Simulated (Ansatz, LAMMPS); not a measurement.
**Lattice parameter a of cubic perovskite SrTiO₃ (cubic form, which distorts at low temperature): levels of theory against measurement**

Reference value: 3.89 Å (measured, 0 K, cubic phase extrapolated to 0 K; as tabulated in Bilc et al. (2008), arXiv:0805.0753).

```csv
level (code),value (Å)
"ionic model akhtar1995 (shell model, LAMMPS)",3.897
LDA (Ansatz),3.854
PBE (Ansatz),[?]
PBE-D3(BJ) (Ansatz),3.910
HSE06 (Ansatz),3.895
```

Problem. Complete the blanks.

Solution. 
- PBE (Ansatz, an electronic-structure program), value (Å): 3.936

Differences against the reference: ionic model akhtar1995 +0.18 %, LDA -0.93 %, PBE +1.18 %, PBE-D3(BJ) +0.51 %, HSE06 +0.13 %.

Once the reference is moved by up to 0.33 % (a margin picked here for doubts on the reference and the settings, and for temperature and zero-point motion) and values within 0.10 % count as equal, the nearest can be HSE06 (+0.13 %), ionic model akhtar1995 (+0.18 %) or PBE-D3(BJ) (+0.51 %). By the same margin the farthest can be PBE (+1.18 %) or LDA (-0.93 %). Within 2 %: ionic model akhtar1995, LDA, PBE, PBE-D3(BJ), HSE06.

The reference isn't brought to a static lattice, while the calculations are for one, so the differences are not the levels' errors alone. A static lattice is as a rule a little smaller than the measured one.  Ionic model akhtar1995, LDA, PBE, PBE-D3(BJ), HSE06: the relaxation could not lower the start's symmetry, so the cell can be a saddle point above a distorted one. Cutoffs and k meshes differ between the levels. Ansatz's density-functional and Hartree–Fock values are scalar-relativistic unless marked +SOC, with PAW data made under PBE.

Empirical potentials (ionic model akhtar1995) are fitted to chosen data: where that held the value shown, agreement is built in, and what lay outside the fit can be far off.

Differences are worked out from the printed values.
